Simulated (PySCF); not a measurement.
# Working out the ionisation energy of C

C [He] 2s2 2p2 (3P) → C⁺ [He] 2s2 2p1 (2P). Calculation: PySCF 2.14, in def2-QZVPPD (8s4p4d2f1g, 63 functions); the non-relativistic Hamiltonian (point nucleus). Frozen: nothing. Energies in hartree (1 hartree = 27.21139 eV):

```json
{"part": "UHF", "C (lower)": "-37.693649", "C⁺ (upper)": "-37.296724"}
{"part": "CCSD correlation", "C (lower)": "-0.111834", "C⁺ (upper)": "-0.097144"}
{"part": "(T)", "C (lower)": "-0.002576", "C⁺ (upper)": "-0.001558"}
```

Question: What does Hartree-Fock give?

Answer: (-37.296724) − (-37.693649) = 0.396925 hartree = 10.801 eV.

Question: What do CCSD and CCSD(T) give?

Answer: The CCSD correlation energies differ by 0.014690 hartree = 0.400 eV and the triples by 0.001018 hartree = 0.028 eV, so CCSD gives 11.201 eV and CCSD(T) 11.229 eV.

Measured between the centres of the two terms (NIST): 11.262 eV, so CCSD(T) (valence and next inner shell) is off by -0.033 eV.

What remains against the reference includes basis incompleteness and higher excitations.
